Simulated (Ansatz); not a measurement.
Working through a ladder of methods at one geometry of CH₂S, SMILES C=S

Program: Ansatz 0.2.0, Python API.

At the Python prompt:
```pycon
>>> import ansatz as az
>>> from rdkit import Chem
>>> from rdkit.Chem import AllChem
>>> # a force-field geometry from the SMILES
>>> rd = Chem.AddHs(Chem.MolFromSmiles("C=S"))
>>> AllChem.EmbedMolecule(rd, randomSeed=988)
0
>>> AllChem.UFFOptimizeMolecule(rd)
0
>>> system = az.Crystal.molecule()
>>> for atom, xyz in zip(rd.GetAtoms(), rd.GetConformer().GetPositions()):
...     system = system.atom(atom.GetSymbol(), xyz.round(5).tolist())
...
>>> base = system.calculation().basis(gaussian="def2-SVP")
>>> methods = ["mp2", "ccsd", "ccsd_t"]
>>> reports = [base.correlation(m).run(threads=1).report for m in methods]

>>> print(f"Hartree-Fock reference {reports[0]['reference_energy_ev'] / 27.211386246:.6f} Ha")
Hartree-Fock reference -436.333296 Ha
>>> best = reports[-1]["free_energy_ev"] - reports[-1]["reference_energy_ev"]
>>> for method, each in zip(methods, reports):
...     gained = each["free_energy_ev"] - each["reference_energy_ev"]
...     print(f"{method:8s} total {each['free_energy_ev'] / 27.211386246:.6f} Ha  correlation {gained:9.4f} eV  ({100 * gained / best:.1f} % of the last)")
...
mp2      total -436.591579 Ha  correlation   -7.0282 eV  (88.1 % of the last)
ccsd     total -436.617343 Ha  correlation   -7.7293 eV  (96.9 % of the last)
ccsd_t   total -436.626500 Ha  correlation   -7.9785 eV  (100.0 % of the last)
```

Reading the output:
- These settings explore the input space; basis and method may be short of convergence.
- The geometry is a force-field or estimated start, not a minimum of this method, and the basis set is short of its limit. A lower total doesn't mark the better method: functionals have no common bound, and MP2 and coupled cluster aren't variational.
- Inner cores stay frozen, so this is valence correlation.
- It ran for 1.5 s on 1 thread of Arm Neoverse V1 (shared host), peak memory 0.21 GiB.

(Lines on the test bed's own set-up are left out of the output.)
